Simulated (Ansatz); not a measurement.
# Other spins and charges of H$_{2}$Si–GeH$_{3}$, doublet at one geometry

Geometry (PBE0/def2-TZVP stationary point for this spin, not checked as a minimum):

```yaml
atoms:
  - { symbol: Si, position_ang: [-0.0815, 0.0000, 1.6989] }
  - { symbol: Ge, position_ang: [0.0162, 0.0000, -0.6709] }
  - { symbol: H, position_ang: [0.5131, -1.2169, 2.3175] }
  - { symbol: H, position_ang: [0.5131, 1.2169, 2.3175] }
  - { symbol: H, position_ang: [-0.6949, 1.2490, -1.2159] }
  - { symbol: H, position_ang: [1.4662, 0.0000, -1.1928] }
  - { symbol: H, position_ang: [-0.6949, -1.2490, -1.2159] }
```

Basis cc-pVDZ; Ansatz 0.2.0. Correlated methods freeze the noble-gas cores and the filled d shells of p-block atoms. Prefix R: restricted or restricted open-shell reference; prefix U: unrestricted. No spin–orbit coupling is included, and no scalar relativity.

Gaps are energies of the second state less the first, at fixed atoms, for a selection of the levels run; each method lands on the state that its own search finds for that charge and spin.

For open shells CISD is restricted-active-space CI with the open shells as a complete middle space.

Problem. PBE gives 10.351 eV for removing an electron, to the triplet. Estimate what UCCSDT(Q) gives in cc-pVDZ.

Solution. UCCSDT(Q) in cc-pVDZ gives 10.446 eV, so against it PBE is off by -0.095 eV, of which a good part can be the reference's own basis and frozen-core error.

```csv
level,gap (eV),error (meV)
UHF,9.914,-532
UMP2,10.477,31
CISD,10.368,-78
UCCSD,10.447,1
UCCSD(T),10.453,7
BCCD(T),10.454,8
UCCSDT,10.445,-1
r2SCAN,10.494,48
PBE0,10.530,84
B3LYP,10.540,94
wB97M-V,10.573,127
B2PLYP,10.510,64
RPA-PBE,10.489,43
```

Removing an electron, to the singlet: 8.156 eV at UCCSDT(Q).

```json
{"level": "UHF", "gap (eV)": "7.924", "error (meV)": "-232"}
{"level": "UMP2", "gap (eV)": "8.162", "error (meV)": "6"}
{"level": "CISD", "gap (eV)": "8.116", "error (meV)": "-40"}
{"level": "UCCSD", "gap (eV)": "8.154", "error (meV)": "-2"}
{"level": "UCCSD(T)", "gap (eV)": "8.157", "error (meV)": "1"}
{"level": "BCCD(T)", "gap (eV)": "8.157", "error (meV)": "1"}
{"level": "UCCSDT", "gap (eV)": "8.156", "error (meV)": "0"}
{"level": "PBE", "gap (eV)": "8.251", "error (meV)": "95"}
{"level": "r2SCAN", "gap (eV)": "8.469", "error (meV)": "313"}
{"level": "PBE0", "gap (eV)": "8.373", "error (meV)": "217"}
{"level": "B3LYP", "gap (eV)": "8.286", "error (meV)": "130"}
{"level": "wB97M-V", "gap (eV)": "8.140", "error (meV)": "-16"}
{"level": "B2PLYP", "gap (eV)": "8.193", "error (meV)": "37"}
{"level": "RPA-PBE", "gap (eV)": "8.271", "error (meV)": "115"}
```

In so small a basis the reference is far from its limit while semilocal and hybrid functionals are nearer theirs (RPA and double hybrids share much of the reference's basis error), so the functionals' errors here hold much of the reference's basis and frozen-core error, which can add to them or hide them.

Full CI isn't at hand for all of this; UCCSDT(Q) serves as the reference, and is uncertain by about the last step of the cluster series. The frozen core follows each run's orbitals, which can shift R against U totals by a few meV for light atoms and by up to 0.1 eV past Ca.
